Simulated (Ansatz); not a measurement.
# HGeP, triplet in cc-pVDZ: errors against UCCSDT(Q)

Geometry: displaced at random from a stationary point.

```xyz
3

Ge   -0.0002   -0.0273    0.6897
P    -0.0010    0.0116   -1.6415
H     0.0469    1.6105    0.7401
```

Basis cc-pVDZ; Ansatz 0.2.0. Correlated methods freeze the noble-gas cores and the filled d shells of p-block atoms, which leaves 10 electrons in 31 orbitals. Prefix R: restricted or restricted open-shell reference; prefix U: unrestricted. Active spaces: valence = (10e, 9o) chosen from the atoms' valence shells. No spin–orbit coupling is included, and no scalar relativity.

Full CI isn't at hand for all of this; UCCSDT(Q) serves as the reference, and is uncertain by about the last step of the cluster series. The frozen core follows each run's orbitals, which can shift R against U totals by a few meV for light atoms and by up to 0.1 eV past Ca.

The UHF ⟨S²⟩ is 2.203, the ⟨S²⟩ of the determinant under UCCSD is 2.020 and the T1 diagnostic (RCCSD) is 0.0283. The largest doubles amplitude (RCCSD) is 0.050 and the T1 diagnostic (UCCSD) is 0.0257.

| level | E − E(UCCSDT(Q)) (kJ/mol) | share of correlation (%) | wall time |
| --- | --- | --- | --- |
| UMP2 | 120.1 | 77.20 | – |
| UCCSD | 20.2 | 96.17 | – |
| UCCSD(T) | 4.9 | 99.08 | 16 s |
| UCCSDT | 1.1 | 99.79 | – |

The correlation energy at UCCSDT(Q), counted from RHF, is -5.457 eV. That run took 32 s on 1 thread of Arm Neoverse V2, shared host.

Run but not shown, since their state or frozen core can't be matched to the reference's or they repeat it: RHF, UHF, RMP2, CISD, RCCSD, RCCSD(T), BCCD(T), RCCSDT, RCCSDT(Q), CASSCF (valence space), NEVPT2 (valence space), MRCISD (valence space), MRCISD+Q (valence space).

Times hold each run's SCF and search for its determinant on a shared host, so for small cases they say little of a method's own cost; they ran on 1 thread of Arm Neoverse V2.

Natural occupations of CASSCF (valence space) about the gap: 1.990 1.980 1.966 1.930 1.004 0.998 0.064 0.037 0.032; effectively unpaired electrons, Σ n²(2−n)², 2.05.
